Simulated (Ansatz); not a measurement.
hcp Sc was calculated with PBEsol in Ansatz (PAW).

Run with plane-wave cutoff 520 eV, 24×24×12 k mesh (along the axes of the cell as run), Fermi–Dirac smearing 0.021 eV (set by the program), scalar-relativistic PAW data made under PBE.

Cell (measured lattice):

```cif
data_Sc2
_chemical_formula_sum 'Sc2'
_space_group_name_H-M_alt 'P63/mmc'
_space_group_IT_number 194
_space_group_name_Hall '-P 6c 2c'
_cell_length_a 3.30890
_cell_length_b 3.30890
_cell_length_c 5.26800
_cell_angle_alpha 90.000
_cell_angle_beta 90.000
_cell_angle_gamma 120.000
loop_
_atom_site_label
_atom_site_type_symbol
_atom_site_symmetry_multiplicity
_atom_site_Wyckoff_symbol
_atom_site_fract_x
_atom_site_fract_y
_atom_site_fract_z
_atom_site_occupancy
Sc1 Sc 2 c 0.33333 0.66667 0.25000 1
```

**Question.** Estimate the elastic constant C44, polycrystal shear modulus (Hill average), elastic constant C13, elastic constant C11, elastic constant C12, elastic constant C33 and elastic constant C66 that the calculation returns.

**Answer.** 
* **elastic constant C44**: 26.8 GPa
* **polycrystal shear modulus (Hill average)**: 29.9 GPa
* **elastic constant C13**: 23.5 GPa
* **elastic constant C11**: 94.0 GPa
* **elastic constant C12**: 31.0 GPa
* **elastic constant C33**: 85.4 GPa
* **elastic constant C66**: 31.5 GPa

Measured, for comparison: elastic constant C44 28 GPa, elastic constant C13 29 GPa, elastic constant C11 99 GPa, elastic constant C33 107 GPa (temperature not stated, no zero-point or thermal correction; as tabulated in Mehl and Papaconstantopoulos (1996), arXiv:mtrl-th/9602003). Computed (rounded) less measured: elastic constant C44 -4 %, elastic constant C13 -19 %, elastic constant C11 -5 %, elastic constant C33 -20 %.

Note: the cell isn't this level's own, so it is under some stress, which shifts stiffness and frequencies.

Elastic constants are with the ions relaxed.

The computed numbers hold no vibrational or temperature effects.

Ansatz is a program for electronic structure.
